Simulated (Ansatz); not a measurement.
Reaction (SMILES): F[B]F → B atom + 2 F atom
B3LYP-D3(BJ)/def2-TZVP geometries, fixed; electronic energies without zero-point terms.
Largest species:
```xyz
3

B     -0.0027     0.5023    -0.0114
F      1.1429    -0.1332     0.0106
F     -1.1414    -0.1458    -0.0043
```
Charge 0, spin multiplicity 2.

Energies in hartree at PBE with Ansatz (a program for electronic structure); the atomisation energy is their sum with the coefficients shown, times 627.509 kcal/mol a hartree. All functions are spherical. Open shells are unrestricted. No added dispersion term, no relativity.

```csv
species,coefficient,part,cc-pVDZ,cc-pVTZ,cc-pVQZ
F[B]F,-1,PBE,-224.34302,-224.42978,-224.45085
B atom,+1,PBE,-24.60721,-24.60986,-24.61106
F atom,+2,PBE,-99.62478,-99.66135,-99.67154
```

Q: Predict the atomisation energy in cc-pV5Z (X = 5): let each PBE step shrink by the ratio of the last two. Compare with the run.

A: 
- F[B]F: steps -0.08676 and -0.02107, ratio 0.243, so PBE -224.45597 (run: -224.45755).
- B atom: steps -0.00265 and -0.00120, ratio 0.453, so PBE -24.61160 (run: -24.61196).
- F atom: steps -0.03657 and -0.01019, ratio 0.279, so PBE -99.67438 (run: -99.67533).
Predicted 311.00 kcal/mol; the run in cc-pV5Z gives 310.57, a miss of 0.43. Keeping the value in cc-pVQZ, 311.69, would miss by 1.12. All sums are of the energies as printed.
